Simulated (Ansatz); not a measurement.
A made-up structure of CH$_{4}$Al (charge -1), singlet:

```
6
angstrom
C -0.0894 -0.8196 0.0232
Al 0.0717 0.6586 -0.0190
H -0.3025 -1.3237 -0.9262
H 0.0164 -1.3028 1.0013
H -0.0865 1.3790 -1.4791
H 0.3903 1.4085 1.3999
```

It is relaxed with PBE-D4/def2-SVPD and then PBE0-D4/def2-TZVPD (Ansatz 0.2.0). Atoms count as bonded within 1.22 times the sum of their covalent radii (H–H: 0.88 Å). The end point is not checked to be a true minimum.

Task: Does its bonding change? (Judge from chemistry; the calculation decides.)

Result: Computed: No: no bond forms or breaks.

Where it ends: The first stage lowers the energy by 2.86 eV in 5 steps. It ends as CH₄Al ([CH2][AlH2]), total charge -1:
```xyz
6
angstrom
C -0.1104 -1.0119 0.0288
Al 0.0886 0.8130 -0.0232
H -0.3245 -1.6303 -0.8464
H -0.0289 -1.6117 0.9387
H -0.0330 1.7066 -1.3819
H 0.4083 1.7344 1.2839
```

Labels in which every atom is bracketed show which atoms are joined, not bond orders.

For scale, one of the runs: PBE0-D4/def2-TZVPD relaxation, 116 basis functions, launched by `ansatz run in.yaml --threads 2 --pin off --events-out ev --progress --plain --max-ram 4352MiB`. The run took about 13 s on 2 CPU threads of an Intel Xeon (shared host).
